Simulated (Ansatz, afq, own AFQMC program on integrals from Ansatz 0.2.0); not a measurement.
AFQMC on a folder of integrals that Ansatz 0.2.0 wrote.

```yaml
crystal:
  periodic: [false, false, false]
  atoms:
    - {symbol: B, position_ang: [-0.153749, 0.049167, 0.187610]}
    - {symbol: H, position_ang: [0.272561, 0.588245, -0.893329]}
    - {symbol: H, position_ang: [0.570630, 0.049111, 1.127180]}
    - {symbol: H, position_ang: [0.805898, -1.164710, -2.246119]}
basis:
  gaussian: {orbitals: 6-31G}
magnetization: {spin_polarized: true, initial_magnetization: 2}
correlation: {method: ccsd_t, electrons: outside_noble_gas, hamiltonian_folder: ham}
```

```sh
$ ansatz run in.yaml --threads 1 --pin off --events-out ev --progress --plain --max-ram 24576MiB --backend cuda --devices 0, --max-vram 18GiB
```

afq runs on the folder ham with

```
--method phaseless --trial cid --walkers 40 --populations 1 --least-time 40 --time-step 0.04 --steps-per-block 50 --equilibration-blocks 2 --max-blocks 30 --target-error 0.00116 --factor-cut 0.1 --start determinant --seed 4474 --taylor-order 6
```

Times are imaginary, in 1/Eh. The walk had a cap of 60 s.

```
orbitals 14  electrons 4 2  factors 14 of 223
reference energy -26.23037392 Eh
CCSD correlation -0.05470498 Eh in 14 cycles, weight of the determinant in the CISD state 0.9614
energy of the start -26.285083 Eh
 block  time / (1/Eh)  mean weight  energy / Eh
     1     2.000  1.0091  -26.285971
     2     4.000  1.0054  -26.286812
     3     6.000  1.0075  -26.286551
     4     8.000  1.0111  -26.286669
     5    10.000  0.9999  -26.286644
     6    12.000  0.9940  -26.286754
     7    14.000  0.9993  -26.286335
     8    16.000  0.9968  -26.285996
     9    18.000  0.9912  -26.286121
    10    20.000  1.0007  -26.285607
    11    22.000  0.9931  -26.286369
    12    24.000  1.0063  -26.287251
    13    26.000  1.0030  -26.285652
    14    28.000  1.0116  -26.285877
    15    30.000  1.0065  -26.287143
    16    32.000  1.0102  -26.285975
    17    34.000  0.9989  -26.287214
    18    36.000  1.0033  -26.286245
    19    38.000  0.9969  -26.286804
    20    40.000  0.9866  -26.286724
    21    42.000  0.9930  -26.286651
    22    44.000  1.0016  -26.286306
blocks merged  error / Eh  count
     1  0.000108  20
     2  0.000120  10
energy -26.286444 +/- 0.000108 Eh
```

The run failed at least one of its tests; the cautions name the faults.

Against this walk (error 2.9 meV) on the same determinant: CCSD(T) 23.3 meV higher, CCSDT(Q) 14.6 meV higher, CCSDTQ 14.6 meV higher, full CI 14.6 meV higher, a separate phaseless walk with a CISD trial and standard settings 16.4 ± 3.0 meV higher. The error is statistical and leaves out the bias of the constraint.

A setting was made bad on purpose (factor cut too coarse), so the walk's energy isn't to be trusted.

Cautions: constraint bias not in the error; error not settled; lower spins were not checked; the coarse factor cut changes the integrals a little; the time-step error isn't removed.

CCSDT and higher add their correlation energy to the determinant of the CCSD(T) run, since their own runs factorise the integrals more tightly (a shift of under 2 meV).
